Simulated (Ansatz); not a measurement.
Single points on AlH2(SiH3) (AlSiH₅).

```yaml
crystal:
  periodic: [false, false, false]
  atoms:
    - {symbol: Al, position_ang: [0.701765, 1.222625, 0.012746]}
    - {symbol: H, position_ang: [2.289099, 1.240444, 0.033368]}
    - {symbol: H, position_ang: [-0.078931, 2.603773, -0.044365]}
    - {symbol: Si, position_ang: [-0.522581, -0.907337, 0.018856]}
    - {symbol: H, position_ang: [-1.870649, -0.797797, 0.643522]}
    - {symbol: H, position_ang: [0.214912, -1.994435, 0.721667]}
    - {symbol: H, position_ang: [-0.733616, -1.367262, -1.385793]}
basis:
  gaussian: {orbitals: def2-TZVP, initial_orbitals: start.molden}
hamiltonian: {xc: pbe, dispersion: d4}
scf: {omitted_lower_state_checks: [starts]}
output: {orbitals: {seedname: orbitals}}
```

The file start.molden holds the orbitals of an earlier run on this structure, at another level or in another basis.

```sh
$ ansatz run in.yaml --threads 4 --pin off --events-out ev --progress --plain --max-ram 3916MiB
```

Shortened log:

```
Functional definition: PBE
731 factors; their error is unknown
mean field evaluation 1: about -14547.2836 eV, gradient 8.7e0 eV
mean field evaluation 2: about -14547.3452 eV, gradient 8.2e-2 eV
mean field evaluation 4: about -14547.3357 eV, gradient 5.9e-5 eV
mean field -14547.33565554 eV, -534.6047248028 hartree, gradient 6.9e-5 eV, S^2 0.000000; 0 other end points of the search recorded, 0 dependent functions left out
reference -14547.33570295 eV, -534.6047265453 hartree; 16, 16 occupied and 88, 88 virtual orbitals, 731 factors
Total energy: -14547.43689247 eV, -534.6084451912 hartree
Checks for a lower state left out: starts
```

Hardware: 4 threads of AMD EPYC 9B14 on a shared host. Wall time 0.35 s.

Geometry: r2SCAN-D4/def2-TZVP.
